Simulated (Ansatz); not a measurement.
bcc Rb was calculated with B3LYP (VWN-RPA form) (Ansatz, a program for electronic structure, PAW).

Settings: plane-wave cutoff 460 eV, 8×8×8 k mesh, Fermi–Dirac smearing 0.05 eV, scalar-relativistic PAW data made under PBE.

The volume scan:

```csv
V (Å³/atom),E − E_lowest (meV/atom),P (GPa)
90.278,2.01,0.142
92.654,0.47,0.066
93.789,0.12,0.033
95.030,0.00,-0.001
97.406,0.46,-0.060
99.781,1.75,-0.112
```

Q: Estimate the bulk modulus from the pressures at 93.789 and 97.406 Å³/atom, and compare it with a fit to all energies.

A: B = −V dP/dV. Between V = 93.789 and 97.406 Å³/atom, dP/dV = (-0.060 − (0.033))/(97.406 − 93.789) = -0.0257 GPa per Å³/atom; at the midpoint 95.597 Å³/atom this gives B ≈ 2.46 GPa. The third-order Birch–Murnaghan fit gives V0 = 94.992 Å³/atom, B0 = 2.53 GPa, B′ = 4.0, which lies 3 % above that estimate.

Measured, for comparison: bulk modulus 2.92 GPa (corrected for temperature and zero-point phonon effects, our sources range from 2.92 to 3.60; as tabulated in Levämäki et al. (2014), arXiv:1402.3671); equilibrium volume per atom 86.68 Å³/atom (low-temperature or extrapolated to 0 K; zero-point anharmonic expansion removed; as tabulated in Csonka et al. (2009), arXiv:0903.4037). Computed (rounded) less measured: bulk modulus not scored (sources differ), equilibrium volume per atom +9.6 %.
